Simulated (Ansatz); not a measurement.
# [CH3···H···H], doublet in cc-pVTZ: errors against UCCSDT(Q)

Geometry: a point of a hydrogen-transfer path between rigid fragments, not a stationary point.

```xyz
6

C    -0.1669    0.0000    0.0000
H    -0.5301    1.0273    0.0000
H    -0.5301   -0.5137    0.8897
H    -0.5301   -0.5137   -0.8897
H     1.4171    0.0000    0.0000
H     2.1621    0.0000    0.0000
```

Basis cc-pVTZ; Ansatz 0.2.0. Correlated methods freeze the noble-gas cores, which leaves 9 electrons in 99 orbitals. Prefix R: restricted or restricted open-shell reference; prefix U: unrestricted. Active spaces: pair = (3e, 3o) about the gap; valence = (9e, 9o) chosen from the atoms' valence shells.

Full CI isn't at hand for all of this; UCCSDT(Q) serves as the reference, and is uncertain by about the last step of the cluster series. The frozen core follows each run's orbitals, which can shift R against U totals by a few meV.

For open shells CISD is restricted-active-space CI with the open shells as a complete middle space.

- UHF ⟨S²⟩: 0.770
- T1 diagnostic (RCCSD): 0.0218
- largest doubles amplitude (RCCSD): 0.042
- T1 diagnostic (UCCSD): 0.0129

```
   level  E − E(RHF) (eV)
     UHF          -0.1648
    RMP2          -5.6020
    UMP2          -5.5978
   RCCSD          -6.3462
   UCCSD          -6.3486
RCCSD(T)          -6.5136
UCCSD(T)          -6.5133
```

Problem. Estimate how far UCCSDT(Q) in cc-pVTZ lies from RCCSD(T). The table doesn't fix it; the size of (T) and the diagnostics are the guide.

Solution. UCCSDT(Q) in cc-pVTZ lies 20 meV below RCCSD(T), which is 12 % of the (T) step (-167 meV). The diagnostics are small and one determinant leads, so the series closes fast and only a small part of (T) is left.

The other levels:

| level | E − E(UCCSDT(Q)) (meV) | share of correlation (%) | wall time |
| --- | --- | --- | --- |
| CISD | 533 | 91.84 | 14 s |
| BCCD(T) | 20 | 99.70 | 1.7 s (H100) |
| RCCSDT | 5 | 99.93 | – |
| UCCSDT | 4 | 99.93 | – |
| RCCSDT(Q) | 1 | 99.99 | 9 s (H100) |
| CASSCF (pair space) | 5995 | 8.25 | – |
| NEVPT2 (pair space) | 911 | 86.06 | 1.5 s (H100) |
| CASSCF (valence space) | 4260 | 34.81 | – |
| NEVPT2 (valence space) | 966 | 85.22 | 2.8 s (H100) |

The correlation energy at UCCSDT(Q), counted from RHF, is -6.534 eV. That run took 7.5 s on 2 threads of AMD EPYC 7R13 with a shared H100 80 GB, shared host.

Times hold each run's SCF and search for its determinant on a shared host, so for small cases they say little of a method's own cost; rows without a card ran on 1 thread of AMD EPYC 7R13.

Natural occupations of CASSCF (valence space) about the gap: 1.983 1.977 1.977 1.976 1.000 0.025 0.021 0.021 0.020; effectively unpaired electrons, Σ n²(2−n)², 1.02.
